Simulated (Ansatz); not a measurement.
## Ansatz (development build ahead of 0.2.0) run

```yaml
crystal:
  periodic: [false, false, false]
  atoms:
    - { symbol: C, position_ang: [0.0, 0.0, 0.0] }
    - { symbol: H, position_ang: [0.0, 2.07, -1.4175] }
    - { symbol: O, position_ang: [0.0, 0.0, 1.176] }
basis:
  gaussian: { orbitals: cc-pVDZ }
magnetization:
  spin_polarized: true
  initial_magnetization: 1
hamiltonian:
  xc: hf
correlation:
  method: ccsd_t
  frozen_orbitals: { C: 1, H: 0, O: 1 }
```

The input is written out in the form of the current development build from the run's settings.

The run gave:

- Converged: yes
- Reference energy: -113.23593 hartree
- CCSD correlation energy: -0.30207 hartree
- Triples correction: -0.01207 hartree
- Total energy: -113.55007 hartree
- Spin squared of the determinant: 0.751
